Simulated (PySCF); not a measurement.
AlH2Et, C2H7Al.
Z-matrix (Å and degrees, PBE0-D3(BJ)/def2-SVP geometry), rows numbered from 1:
```
Al
H   1  1.5955
H   1  1.5954  2  118.53
C   1  1.9686  2  120.49  3   177.75
C   4  1.5350  1  113.14  2   -85.63
H   4  1.1045  1  109.41  2   151.86
H   4  1.1049  1  109.01  2    36.38
H   5  1.1028  4  112.05  1   179.45
H   5  1.1029  4  112.14  1   -60.77
H   5  1.1029  4  112.12  1    59.65
```

Lines to be assigned: C 1s: 289.74 (area 1), 290.74 (area 1) eV; Al 1s: 1566.84 eV.

The calculation used delta-SCF UKS SCAN, pcX-2 on the ionised atom, pcseg-1 elsewhere, spin-free X2C in PySCF 2.14.0. One conformer (not necessarily the lowest) at the PBE0-D3(BJ)/def2-SVP geometry, without solvent, vibrations or thermal averaging.

(1) Which carbon gives which C 1s line?

## Answers

(1) 289.74 eV: C4 (carbon bonded to Al, C and 2 H); 290.74 eV: C5 (carbon bonded to C and 3 H). The listed C 1s values span 1.00 eV, from C4 (bonded to C, 2 H and Al) to C5 (bonded to C and 3 H).

Bonded neighbours of each site: Al1: C and 2 H; C4: C, 2 H and Al; C5: C and 3 H.

Q: Which photon wavelength matches the C 1s of C5 threshold?

A: λ = hc/E = 12398.42 eV Å / 290.74 eV = 42.644 Å.
